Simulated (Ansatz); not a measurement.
Cohesive energy (eV/atom) of 21 elemental metals, computed with HSE06 in Ansatz (plane waves, PAW) and with PBE0 (plane waves, PAW; Ansatz, an electronic-structure program). The set holds measured phases with no doubt noted on the run or the magnetic state but for the caveats below. 23 more of the class have both values but aren't in it, for one of these reasons: built or high-temperature cells, doubts on the run or the magnetic state, unlike cells, values of zero, layered or molecular crystals. Solids without a value at one level (not run, failed, or a magnetic order lost), or held back for tests, aren't counted.

All rows, in order of the shift (worked out from unrounded values):

```
solid                       HSE06  PBE0  shift (eV/atom)
--------------------------  -----  ----  ---------------
fcc Pb                       2.79  2.74            -0.05
bcc Ba                       1.77  1.73            -0.04
body-centred tetragonal In   2.32  2.28            -0.04
hcp Tl                       1.97  1.94            -0.04
bcc Cs                       0.69  0.66            -0.03
fcc Al                       3.42  3.40            -0.03
fcc Sr                       1.57  1.54            -0.03
α-phase Ga                   2.64  2.62            -0.02
fcc Ca                       1.81  1.79            -0.02
bcc Rb                       0.75  0.72            -0.02
bcc K                        0.84  0.82            -0.02
hcp Lu                       4.00  3.98            -0.02
bcc Li                       1.55  1.54            -0.02
bcc Na                       1.04  1.03            -0.02
hcp Mg                       1.52  1.51            -0.01
fcc Au                       2.92  2.91            -0.01
hcp Zn                       1.18  1.17            -0.01
hcp Cd                       0.87  0.87            -0.01
fcc Ag                       2.38  2.38             0.00
fcc Cu                       3.08  3.08             0.00
hcp Be                       3.70  3.70             0.00
```

The shift from HSE06 to PBE0 has a median of -0.02 eV/atom, and eight in ten lie between -0.04 eV/atom and 0.00 eV/atom; PBE0 is the larger in 1 of 21.

Ansatz's runs of these crystals have no spin polarisation.

Spin–orbit coupling is left out, also for the solids with elements from indium on (body-centred tetragonal In, bcc Ba, hcp Tl, bcc Cs, fcc Pb, hcp Lu, fcc Au); its size isn't shown.

Free atoms are spin-polarised, in the lowest state found; at levels without +SOC their spin–orbit coupling is left out. Each level is taken at its own relaxed cell. Ansatz's density-functional and Hartree–Fock values are scalar-relativistic unless marked +SOC, with PAW data made under PBE.
